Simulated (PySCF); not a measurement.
Species: 1-pentene, C5H10.
Atom-mapped SMILES: `[CH2:1]=[CH:2][CH2:3][CH2:4][CH3:5]` (hydrogens: H6, H7 on C1; H8 on C2; H9, H10 on C3; H11, H12 on C4; H13, H14, H15 on C5)

The same species was optimised twice, with GFN2-xTB and with PBE0-D3(BJ)/def2-SVP (PySCF), and the same property calculations (PySCF, gas phase) were run on both structures.

```
     coordinate  GFN2-xTB  PBE0-D3(BJ)/def2-SVP  change
      C1–H6 (Å)     1.078                 1.095  +0.017
      C1–H7 (Å)     1.077                 1.093  +0.016
      C2–H8 (Å)     1.083                 1.099  +0.016
      C1=C2 (Å)     1.319                 1.334  +0.015
     C5–H13 (Å)     1.088                 1.102  +0.014
     C5–H15 (Å)     1.088                 1.102  +0.014
     C5–H14 (Å)     1.088                 1.101  +0.013
     C4–H12 (Å)     1.092                 1.104  +0.012
     C3–H10 (Å)     1.094                 1.106  +0.012
      C3–H9 (Å)     1.092                 1.104  +0.012
     C4–H11 (Å)     1.092                 1.103  +0.011
      C3–C4 (Å)     1.532                 1.529  -0.003
      C4–C5 (Å)     1.523                 1.520  -0.003
      C2–C3 (Å)     1.495                 1.495   0.000
 H11–C4–H12 (°)     107.7                 105.7    -2.0
  H9–C3–H10 (°)     108.1                 106.3    -1.8
   C2–C3–C4 (°)     111.4                 113.3    +1.9
   C3–C4–C5 (°)     111.6                 113.1    +1.5
   C1–C2–H8 (°)     120.2                 118.7    -1.5
 H13–C5–H15 (°)     108.3                 107.3    -1.0
  C4–C5–H14 (°)     110.7                 111.6    +0.9
   C1–C2–C3 (°)     124.6                 125.5    +0.9
C1–C2–C3–C4 (°)       118                   119      +1
C2–C3–C4–C5 (°)       180                   179      -1
```

Rotational constants: A = 17975, B = 2168, C = 2138 MHz (GFN2-xTB) against A = 18198, B = 2121, C = 2089 MHz (PBE0-D3(BJ)/def2-SVP). Point groups within 0.08 Å: C1 and C1.

On the GFN2-xTB structure: HOMO (eV) -7.37 [PBE0/pcSseg-1]; LUMO (eV) 0.56 [PBE0/pcSseg-1]; dipole (D) 0.40 [PBE0/pcSseg-1]; GIAO shielding of C1 (ppm) 66.7 [PBE0/pcSseg-1]; GIAO shielding of C2 (ppm) 38.0 [PBE0/pcSseg-1]; GIAO shielding of C3 (ppm) 143.2 [PBE0/pcSseg-1]; GIAO shielding of C4 (ppm) 157.9 [PBE0/pcSseg-1]; GIAO shielding of C5 (ppm) 169.6 [PBE0/pcSseg-1].

**Question.** What do these properties become on the PBE0-D3(BJ)/def2-SVP structure?

**Answer.** 
| property | level | on GFN2-xTB | on PBE0-D3(BJ)/def2-SVP | change |
| --- | --- | --- | --- | --- |
| HOMO (eV) | PBE0/pcSseg-1 | -7.37 | -7.35 | +0.02 |
| LUMO (eV) | PBE0/pcSseg-1 | 0.56 | 0.45 | -0.11 |
| dipole (D) | PBE0/pcSseg-1 | 0.40 | 0.41 | +0.01 |
| energy, GFN2-xTB geometry as zero (kcal/mol) | PBE0/pcSseg-1 | 0.0 | -0.6 | -0.6 |
| GIAO shielding of C1 (ppm) | PBE0/pcSseg-1 | 66.7 | 62.5 | -4.2 |
| GIAO shielding of C2 (ppm) | PBE0/pcSseg-1 | 38.0 | 35.5 | -2.5 |
| GIAO shielding of C3 (ppm) | PBE0/pcSseg-1 | 143.2 | 142.8 | -0.4 |
| GIAO shielding of C4 (ppm) | PBE0/pcSseg-1 | 157.9 | 157.3 | -0.6 |
| GIAO shielding of C5 (ppm) | PBE0/pcSseg-1 | 169.6 | 167.9 | -1.7 |

The heavy atoms differ by 0.024 Å rms after alignment. Among all bonds C1–H6, C1–H7 and C2–H8 change most and about equally (+0.016 to +0.017 Å). Changes are differences of the printed values. Neither structure is proved a minimum here.

The values belong to the conformer `[CH2:1]=[CH:2][CH2:3][CH2:4][CH3:5]`: C1–C2–C3–C4 119°, C2–C3–C4–C5 179°.
